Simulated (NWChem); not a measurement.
**Correlation energy of O$_{2}$ (-1)**

```xyz
2

O      0.0000     0.0000     0.6606
O      0.0000     0.0000    -0.6606
```
Charge -1, spin multiplicity 2.

All runs are NWChem calculations. The geometry was optimised at UPBE0/def2-SVP, a minimum by its harmonic frequencies.

Basis set: aug-cc-pVDZ. Each correlation energy counts from its own Hartree-Fock reference.

The correlated methods keep 2 core orbitals frozen. The structure started from a generated list of species. The unpaired electrons of the parent sit in orbitals of symmetry b3g (D2h labels of the run); other states weren't searched. The anion's geometry comes from a basis without diffuse functions. The stability of the SCF solutions was not checked. Open-shell Hartree-Fock references start from PBE0 orbitals. No row is a measurement; the coupled-cluster row has its own basis-set and correlation limits.

Task: Order these methods by the correlation energy they give, lowest first: UMP2, SCS-UMP2, CCSD on UHF, CCSD[T] on UHF, CCSD(T) on UHF, CCSD on ROHF.

Result: CCSD[T] on UHF (-416.5 mHa), CCSD(T) on UHF (-414.7 mHa), CCSD on ROHF (-412.0 mHa), CCSD on UHF (-400.7 mHa), UMP2 (-394.7 mHa), SCS-UMP2 (-377.6 mHa)
